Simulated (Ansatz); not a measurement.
Input file:

```yaml
crystal:
  periodic: [false, false, false]
  atoms:
    - {symbol: N, position_ang: [0.000000, 0.000000, 0.000000]}
    - {symbol: S, position_ang: [0.000000, 0.000000, 1.321000]}
basis:
  gaussian: {orbitals: cc-pVDZ}
magnetization: {spin_polarized: true, initial_magnetization: 1}
hamiltonian: {xc: {name: SPW92}}
```

```sh
$ ansatz run in.yaml --threads 1 --pin off --events-out ev --progress --plain --max-ram 2393MiB
```

Log:

```
330 factors; integrals over basis functions are off by at most 1.4e-3 eV
mean field evaluation 1: about -12262.6059 eV, gradient 4.7e1 eV
mean field evaluation 2: about -12221.5796 eV, gradient 9.4e1 eV
mean field evaluation 4: about -12271.7589 eV, gradient 5.6e0 eV
mean field evaluation 8: about -12271.9131 eV, gradient 1.8e0 eV
mean field evaluation 16: about -12271.9302 eV, gradient 2.9e-4 eV
mean field evaluation 32: about -12271.9302 eV, gradient 9.3e-4 eV
mean field -12271.93017191 eV, -450.9851156047 hartree, gradient 1.5e-5 eV, S^2 0.751088; 1 other end points of the search recorded, 0 dependent functions left out
reference -12271.93018684 eV, -450.9851161535 hartree; 12, 11 occupied and 20, 21 virtual orbitals, 330 factors
Total energy: -12271.93018684 eV, -450.9851161535 hartree
```

Ran on 1 thread of Intel Xeon Platinum 8488C, shared host: 0.39 s wall, 0.09 GiB peak host memory.
